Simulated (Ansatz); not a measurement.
Process, species as SMILES: [CH]1CO1 → [CH-]1CO1 (an electron is taken up)
Geometries: B3LYP-D3(BJ)/def2-TZVP minima from Ansatz (an electronic-structure program).

Quantity: adiabatic electron affinity (electronic energy difference), positive where the reaction releases energy, in eV. Correlated levels leave the core frozen unless marked. UHF or UKS for open shells. No spin-orbit coupling. Non-relativistic. Anions need diffuse functions: aug- sets have them; def2-D sets add few; the other sets have none. Basis-set limits of correlation are two-point, X^-3; Hartree-Fock from the larger set. [CCSD(T)-MP2]/basis is that difference in the basis named.

```json
[
 {"level": "HF/cc-pVDZ", "program": "Ansatz", "adiabatic electron affinity (eV)": "-1.26"},
 {"level": "BLYP-D4/def2-TZVPD", "program": "Ansatz + dftd4", "adiabatic electron affinity (eV)": "0.40"}
]
```

Question: Predict the RI-MP2/CBS(aug-cc-pVTZ,aug-cc-pVQZ)+[CCSD(T)-MP2]/aug-cc-pVDZ result (Ansatz).

Answer: 0.53 eV, so BLYP-D4/def2-TZVPD differs from it by -0.13 eV.
